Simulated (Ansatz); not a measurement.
Basis-set extrapolation for C₂H₅FS₂, SMILES `CC(F)SS` (PBE0-D4/def2-TZVP geometry, frozen core, Ansatz 0.2.0). Multiplicity 1, RHF reference.

```tsv
	def2-TZVPP	def2-QZVPP
HF	-973.243978	-973.274664
MP2 correlation	-0.946825	-1.026037
CCSD(T) correlation	-1.038408	not run
```

Energies in hartree. Use E(X) = E(∞) + A·exp(−7.88·√X) for Hartree–Fock and E(X) = E(∞) + B·X^(−2.97) for correlation, with X = 3 and 4, and add CCSD(T) minus MP2 of the smaller set to the MP2 limit.

Task: What is the CCSD(T) energy at the basis-set limit?

Result: HF limit: -973.274664 + (-0.030686) × 0.13774 = -973.27889. MP2 limit: -1.026037 + (-0.079212) × 0.74074 = -1.08471. Higher-order term: -1.038408 − (-0.946825) = -0.09158. Total: -974.45518 hartree, 108.4 kcal/mol below CCSD(T)/def2-TZVPP.
